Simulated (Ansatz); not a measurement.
Chalcopyrite ZnSiAs2 (cell taken from a computed entry)

Computed with LDA in Ansatz (PAW).

Settings: plane-wave cutoff 520 eV, 8×8×8 k mesh, Fermi–Dirac smearing 0.01 eV, scalar-relativistic PAW data made under PBE.

Cell: relaxed with PBEsol: a = 5.5859 Å, b = 5.5859 Å, c = 10.9143 Å, α = 90.00°, β = 90.00°, γ = 90.00°.

```
Item                Result
--------  ----------------
band gap  1.00 eV (direct)
```

Measured, for comparison: band gap 1.74 eV (temperature not stated, not corrected to a static lattice, pseudodirect, our sources range from 1.60 to 1.74; as tabulated in Rashkeev et al. (1999), arXiv:cond-mat/9809378).

Note: cell and atoms aren't relaxed at this level (pressure -2.0 GPa).

Spin–orbit coupling is not included.

Computed values are for the static lattice.

Computing time: around 2.2 core-minutes (rough).

Ansatz is a first-principles code.
